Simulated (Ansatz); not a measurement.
Input for Ansatz (development build ahead of 0.2.0):

```yaml
crystal:
  periodic: [false, false, false]
  atoms:
    - { symbol: C, position_ang: [0.72447, 0.0, 0.0] }
    - { symbol: C, position_ang: [-0.36223, 0.62741, 0.0] }
    - { symbol: C, position_ang: [-0.36223, -0.62741, 0.0] }
    - { symbol: H, position_ang: [1.73096, 0.0, 0.0] }
    - { symbol: H, position_ang: [-0.86548, 1.49906, 0.0] }
    - { symbol: H, position_ang: [-0.86548, -1.49906, 0.0] }
basis:
  gaussian: { orbitals: def2-TZVP }
total_charge: 1
hamiltonian:
  xc: hf
correlation:
  method: mp2
  frozen_orbitals: { C: 1, H: 0 }
```

The input is written out in the form of the current development build from the run's settings.

The run gave:

| Item | Value |
| --- | --- |
| Converged | yes |
| Reference energy | -115.01301 hartree |
| Correlation energy | -0.40002 hartree |
| Total energy | -115.41302 hartree |
| Spin squared of the determinant | 0.000 |

Caution: no unrestricted run beside it, a lower state can exist.
